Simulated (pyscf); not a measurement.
H₃C–CH(F)–F (SMILES CC(F)F) -> F–C:–F (SMILES F[C]F) [singlet] + CH₄ (SMILES C) (1,1-elimination; singlet surface; C–C, C–H broken, C–H formed). Single points on ωB97X-D3(BJ)/def2-SVP structures (PySCF, gas phase). MP2 and CC: frozen core, UHF for open shells. ΔMP2 is the change of the MP2 total energy from the triple- to the quadruple-zeta basis. Energies in kJ/mol from the reactant's lowest minimum found.

| level | barrier | reaction energy |
|---|---|---|
| PBE/def2-TZVP | 367.0 | +250.1 |
| PBE0-D3(BJ)/def2-TZVP | 400.9 | +269.6 |
| M06-2X/def2-TZVP | … | +259.2 |
| ωB97M-D3(BJ)/def2-TZVP | 406.7 | +241.5 |
| HF/def2-TZVP | 474.4 | +226.4 |
| MP2/def2-QZVPP | 415.9 | +268.9 |
| CCSD(T)/def2-TZVPP + ΔMP2(QZVPP) | … | … |

Q: Complete the blanks.

A: 
- M06-2X/def2-TZVP, barrier: 412.8
- CCSD(T)/def2-TZVPP + ΔMP2(QZVPP), barrier: 403.3
- CCSD(T)/def2-TZVPP + ΔMP2(QZVPP), reaction energy: +249.5

Of the functionals in the table, PBE0-D3(BJ) is closest to CCSD(T)/def2-TZVPP + ΔMP2(QZVPP) in the barrier (2.4 kJ/mol apart) and PBE least close (36.3 kJ/mol); that level has limits of its own. The same reactants have a lower exit, to H₂C=CH–F + HF (barrier +279.3 kJ/mol at ωB97M-D3(BJ), against +406.7 kJ/mol here). This is the saddle that the search found; another between the same sides may lie lower. The CCSD(T) − MP2 part came from Ansatz, without density fitting, on the same reference.
